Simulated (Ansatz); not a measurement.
## What a trial cell of Hf3N relaxes into

Method: DFT PBE, scalar-relativistic, plane waves, PAW in Ansatz. Cutoff 420 eV, Γ-centred k mesh, Gaussian smearing, no spin polarisation in the final step.

The start is a random cell of Hf3N with space group P6_3mc (No. 186), drawn with lower limits on the distances.

```
Hf N
1.0
     5.69517    0.00000    0.00000
    -2.84758    4.93216    0.00000
     0.00000    0.00000    5.09514
Hf N
6 2
Cartesian
  2.8476 0.0000 0.3981
  -1.4238 2.4661 0.3981
  1.4238 2.4661 0.3981
  2.8476 0.0000 2.9456
  -1.4238 2.4661 2.9456
  1.4238 2.4661 2.9456
  0.0000 3.2881 1.8160
  2.8476 1.6441 4.3636
```

Cell and atoms relax at zero pressure; the relaxation can't lower the symmetry of the start. After a coarse first stage the cell is made exact in the group found at 0.06 Å.

Energies over the elements count from the elements' standard structures at the same level (N₂ as a molecule), with no empirical corrections.

What does it relax into?

It ends in P6_3/mmc (No. 194). Conventional cell: a = 5.968 Å, c = 5.855 Å. Hf is coordinated by 2 N at 2.26 Å and 6 Hf at 2.93–2.98 Å; N is coordinated by 6 Hf at 2.26 Å.

```
Hf N
1.0
     5.96837    0.00000    0.00000
    -2.98419    5.16876    0.00000
     0.00000    0.00000    5.85527
Hf N
6 2
Direct
  0.50000 0.00000 0.00000
  0.00000 0.50000 0.00000
  0.50000 0.50000 0.00000
  0.50000 0.00000 0.50000
  0.00000 0.50000 0.50000
  0.50000 0.50000 0.50000
  0.33333 0.66667 0.25000
  0.66667 0.33333 0.75000
```

What are its volume, energy, density and gap?

The volume per atom is 22.58 Å³, the density is 10.10 g/cm³ and the energy over the elements is 0.23 eV/atom. The gap on the 6×6×6 mesh is 0 eV (a metal).

The final run used a 6×6×6 mesh on its 8-atom cell and 0.10 eV smearing. For metals, differences of a few meV/atom aren't resolved. Spin–orbit coupling is left out. Symmetry constrained the relaxation, so the result can be a saddle point. The steps took about 4 core-minutes in all.